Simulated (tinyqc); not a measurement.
Orbital energy against energy difference: ionisation energy by orbital energies and by energy differences in the 6-31g basis, for CO, spin multiplicity 1. Computed by the program tinyqc with PySCF. 

Geometry (angstrom):
```
atom       x       y       z
C     0.0000  0.0000  0.0000
O     0.0000  0.0000  1.0840
```

CCSD(T) difference in the same basis = 13.0302 eV

IP-EOM-CCSD = 13.2093 eV

The cation is unrestricted; errors are against CCSD(T) in this basis, not against experiment.

First vertical ionisation energy (eV):
```
method     -e(HOMO)  E(cation) - E  error of -e(HOMO)  error of the difference
HF           14.851       12.90130              1.820                   -0.129
LDA           8.426       13.80242             -4.604                    0.772
PBE           8.394       13.61268             -4.636                    0.582
B3LYP         9.941       13.94267             -3.090                    0.912
PBE0         10.248       13.81001             -2.783                    0.780
CAM-B3LYP    11.810       14.01262             -1.221                    0.982
LC-wPBE      13.352       13.95075              0.322                    0.921
```

Koopmans errs by +1.82 eV and Delta-HF by -0.13 eV: relaxation, 1.95 eV, lowers the value and the missing correlation difference works against it. The PBE level is off by -4.6 eV through the wrong tail of its potential, though its energy difference is off by +0.58 eV; exact exchange deepens the level, and among the orbital energies LC-wPBE comes closest; among the differences HF does.
